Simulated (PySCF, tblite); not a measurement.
**Complex of sulfur trioxide and chloride**

A gas-phase complex of sulfur trioxide and chloride; charge -1, singlet. The structure comes from a short search (6 tight-binding starts) and was relaxed by PBE0-D3(BJ)/def2-SVPD; another way of binding may lie lower. Frequencies by PBE0-D3(BJ)/def2-SVPD show no clear imaginary mode.

```csv
part,name,SMILES,atoms,charge,multiplicity
1,sulfur trioxide,O=S(=O)=O,1–4,0,1
2,chloride,[Cl-],5,-1,1
```

```xyz
5

O    -0.876   -1.344   -0.591
S    -0.104   -0.607    0.416
O    -0.733    0.603    0.957
O     1.345   -0.539    0.197
Cl   -0.223   -1.987    2.165
```
Atoms count from 1 in this order.

```csv
contact,kind (by geometry),distance (Å),angle (°)
S2···Cl5,bond,2.231,-
```

The parts are joined by the bond S2–Cl5, so these are energies of forming such bonds; deforming the relaxed parts to their shape in the adduct costs 18.7 kcal/mol, which the interaction energies leave out.

Interaction energies are complex less parts, with the parts frozen as they stand in it; counterpoise-corrected, in kcal/mol (PySCF).

Q: Give the interaction energy at each level run.

A: 
```tsv
level	interaction	superposition error removed
wB97M-D3(BJ)/def2-TZVPD	-65.21	-0.19
PBE0-D3(BJ)/def2-TZVPD	-68.97	-0.21
RI-MP2/aug-cc-pVTZ	-60.65	-1.83
```

Q: What holds them together? Decompose the wB97M-D3(BJ)/def2-TZVPD energy: frozen parts, their antisymmetrised product, then relaxation.

A: electrostatic -102.7, Pauli repulsion +143.9, orbital relaxation -104.8, dispersion correction -1.8 kcal/mol, which sum to the value before the counterpoise correction; the Pauli term holds the exchange-correlation of the frozen density too. Of the attraction, 50 % is orbital relaxation, 49 % is electrostatic, 1 % is dispersion correction.

The parts were also relaxed and run alone, at the levels used for the complex: shieldings by PBE0/aug-pcSseg-2; core levels by delta-SCF with SCAN, aug-pcX-2 on the ionised atom and aug-pcseg-1 elsewhere, spin-free X2C (2p3/2 is the spin-free 2p value less a third of a first-order spin-orbit splitting).

Q: How do these values change when the complex forms?

A: 
| property | alone | in the complex | change |
| --- | --- | --- | --- |
| shielding of S2 (ppm) | 37.0 | 96.2 | +59.1 |
| shielding of Cl5 (ppm) | 1149.3 | 413.2 | -736.0 |
| O1 1s core level (eV) | 540.41 | 533.12 | -7.30 |
| S2 2p3/2 core level (eV) | 176.70 | 169.85 | -6.84 |
| Cl5 2p3/2 core level (eV) | 196.90 | 200.39 | +3.48 |
